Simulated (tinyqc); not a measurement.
Inside a calculation. Method: RKS/BLYP in the sto-3g basis, for H2O, spin multiplicity 1. Computed by tinyqc, a small Python program that keeps every step (integrals from PySCF). Settings: charge = 0, multiplicity = 1, basis = sto-3g, energy threshold = 1e-10, iteration cap = 56, orthogonalisation = symmetric, start = core, DIIS depth = 0, method = RKS, functional = blyp, grid = [15, 50]. Command: `OMP_NUM_THREADS=1 python tinyqc.py 25098 25099 out.jsonl` (the two numbers bound the seeds that draw the settings). One thread of a shared host (Intel(R) Xeon(R) Processor @ 2.60GHz), about 0.8 s of CPU time with the checks.

Geometry (angstrom):
```
atom        x         y        z
O     0.00000   0.00000  0.00000
H     0.00000   0.75100  0.57800
H     0.00000  -0.80000  0.61600
```

Stop when the energy changes by less than 1e-10 hartree and every element of the error matrix X^T (F D S - S D F) X is below 3e-06.

Course of the cycle:
```
iteration  E (hartree)     change  largest element of the error matrix
1          -73.5304434          -                             6.90e-01
2          -74.2964233  -7.66e-01                             7.34e-01
3          -74.7009257  -4.05e-01                             6.15e-01
4          -74.7903641  -8.94e-02                             5.63e-01
5          -74.9086362  -1.18e-01                             5.33e-01
6          -74.9199598  -1.13e-02                             5.05e-01
7          -74.9835774  -6.36e-02                             4.90e-01
8          -74.9774215   6.16e-03                             4.73e-01
9          -75.0207582  -4.33e-02                             4.66e-01
10         -75.0083887   1.24e-02                             4.54e-01
11         -75.0419637  -3.36e-02                             4.50e-01
12         -75.0268281   1.51e-02                             4.42e-01
13         -75.0550116  -2.82e-02                             4.40e-01
14         -75.0384639   1.65e-02                             4.34e-01
...                ...        ...                                  ...
43         -75.0811193  -1.87e-02                             4.19e-01
44         -75.0624270   1.87e-02                             4.17e-01
45         -75.0811554  -1.87e-02                             4.19e-01
46         -75.0624608   1.87e-02                             4.17e-01
47         -75.0811808  -1.87e-02                             4.19e-01
48         -75.0624846   1.87e-02                             4.17e-01
49         -75.0811987  -1.87e-02                             4.19e-01
50         -75.0625014   1.87e-02                             4.17e-01
51         -75.0812114  -1.87e-02                             4.19e-01
52         -75.0625132   1.87e-02                             4.17e-01
53         -75.0812203  -1.87e-02                             4.19e-01
54         -75.0625215   1.87e-02                             4.17e-01
55         -75.0812265  -1.87e-02                             4.19e-01
56         -75.0625274   1.87e-02                             4.17e-01
```

Can the last value be used, and what does the course show?

Not by the stop rule. Not converged within the cap of 56 iterations: the residual has stopped falling: the iteration swings between two states. Reruns (cap 100 unless said): DIIS 8: converged in 10; damping 0.5: converged in 35; level shift 0.5: converged in 14; atomic densities as start, DIIS 8: converged in 8; the original settings with a cap of 400: not converged. PySCF RKS in the same basis, fine grid = -75.2804737 hartree, which differs from a converged run on this coarse grid by the grid error.
